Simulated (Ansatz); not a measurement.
# C2H6O (built from SMILES CCO): single points off equilibrium

An exercise on one series of results from a longer session: the logs are not shown, and one member is left open.

Program: Ansatz 0.2.0, Gaussian basis. Level of theory: single points in def2-TZVPP. These are calculated values, not measurements.

Correlated methods freeze the cores.

**The system as given**

9 atoms, charge 0, spin multiplicity 1.

Atoms are counted from 1 here; the program's logs count them from 0.

Bond lengths: O1–H9 0.957 Å, C2–H3 1.083 Å, C2–H4 1.083 Å, C2–C5 1.459 Å, C5–H6 1.082 Å, C5–H7 1.101 Å. Angles: H3–C2–H4 112.0°, H3–C2–C5 118.1°, H4–C2–C5 121.0°, C2–C5–H6 118.6°, C2–C5–H7 117.1°, H6–C5–H7 110.0°.

Geometry (Å):

```mol
C2H6O
  3D, bonds by distance, orders not assigned

  9  6  0  0  0  0  0  0  0  0999 V2000
   -0.7441   -1.0692    0.2191 O   0  0
   -0.1337    0.1704   -0.6230 C   0  0
   -0.9874    0.7791   -0.8939 H   0  0
    0.3199   -0.3002   -1.4871 H   0  0
    0.6760    0.5903    0.5158 C   0  0
    0.4340    1.5228    1.0077 H   0  0
    1.7679    0.4862    0.4211 H   0  0
    0.0651   -0.5187    1.0709 H   0  0
   -1.3807   -1.6676   -0.1723 H   0  0
  1  9  8  0
  2  3  8  0
  2  4  8  0
  2  5  8  0
  5  6  8  0
  5  7  8  0
M  END
```

Set-up of the first run:

File run/in.yaml:

```yaml
crystal:
  periodic: [false, false, false]
  atoms:
    - {symbol: O, position_ang: [-0.744100, -1.069200, 0.219100]}
    - {symbol: C, position_ang: [-0.133700, 0.170400, -0.623000]}
    - {symbol: H, position_ang: [-0.987400, 0.779100, -0.893900]}
    - {symbol: H, position_ang: [0.319900, -0.300200, -1.487100]}
    - {symbol: C, position_ang: [0.676000, 0.590300, 0.515800]}
    - {symbol: H, position_ang: [0.434000, 1.522800, 1.007700]}
    - {symbol: H, position_ang: [1.767900, 0.486200, 0.421100]}
    - {symbol: H, position_ang: [0.065100, -0.518700, 1.070900]}
    - {symbol: H, position_ang: [-1.380700, -1.667600, -0.172300]}
basis:
  gaussian: {orbitals: def2-TZVPP}
correlation: {method: ccsd_t}
output: {forces: true}
```

No record of the launch command was kept for these runs.

Among the steps run: CCSD(T)/def2-TZVPP; PBE0-D4/def2-TZVPP; wB97M-V/def2-TZVPP; r2SCAN-D4/def2-TZVPP; PBE-D4/def2-TZVPP; BHLYP-D4/def2-TZVPP; LC-wPBE/def2-TZVPP.

One of the session's tables, all rows but one given; the rest of the session is left out.

```
   method  RMS force component (eV/Å)  angle to CCSD(T) forces (°)  dipole (D)
  CCSD(T)                       1.125                    reference        1.98
  PBE0-D4                           ?                            ?           ?
  wB97M-V                       1.076                          4.7        1.99
r2SCAN-D4                       0.998                          6.3        1.89
   PBE-D4                       0.966                         13.5        1.81
 BHLYP-D4                       1.168                         10.4        2.03
  LC-wPBE                       1.170                          8.6        2.11
```

Estimate the missing values for PBE0-D4.

**Answer.** RMS force component (eV/Å): 1.061; angle to CCSD(T) forces (°): 7.7; dipole (D): 1.94. In the column «RMS force component (eV/Å)» it lies between r2SCAN-D4 (0.998) and wB97M-V (1.076).
